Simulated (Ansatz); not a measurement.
Basis-set extrapolation for `B1CN1` (PBE0-D4/def2-TZVP geometry, frozen core, the Gaussian-basis code of Ansatz). Multiplicity 1, RHF reference.

```tsv
	def2-TZVPP	def2-QZVPP
HF	-119.337806	-119.343682
MP2 correlation	-0.475401	-0.507083
CCSD(T) correlation	-0.519508	-0.547347
```

Energies in hartree. Use E(X) = E(∞) + A·exp(−7.88·√X) for Hartree–Fock and E(X) = E(∞) + B·X^(−2.97) for correlation, with X = 3 and 4.

Task: What is the CCSD(T) energy at the basis-set limit?

Result: HF limit: -119.343682 + (-0.005876) × 0.13774 = -119.34449. Correlation limit: -0.547347 + (-0.027839) × 0.74074 = -0.56797. Total: -119.91246 hartree, 144.8 kJ/mol below CCSD(T)/def2-TZVPP.
